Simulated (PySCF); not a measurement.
A calculation on zinc-blende BP returned lattice constant a 4.584 Å, bulk modulus 177 GPa.

For reference: lattice constant a 4.525 Å (measured, static lattice: zero-point anharmonic expansion removed; as tabulated in Mejia-Rodriguez and Trickey (2018), arXiv:1807.09216); bulk modulus 176 GPa (measured, 0 K, zero-point effect removed, our sources range from 168 to 176; as tabulated in Goldzak et al. (2022), arXiv:2208.04865).

Question: Which level of theory produced these numbers?
A. Hartree–Fock (PySCF)
B. PBE0 (PySCF)
C. MP2 (PySCF)
D. PBE (PySCF)

Answer: A, Hartree–Fock (PySCF)

The others give: PBE 4.548 Å, 160 GPa; PBE0 4.522 Å, 173 GPa; MP2 4.499 Å, 182 GPa.

Unless a cell is named, each level is at its own relaxed cell (Hartree–Fock 12.04, MP2 11.38, PBE 11.76, PBE0 11.56 Å³/atom).
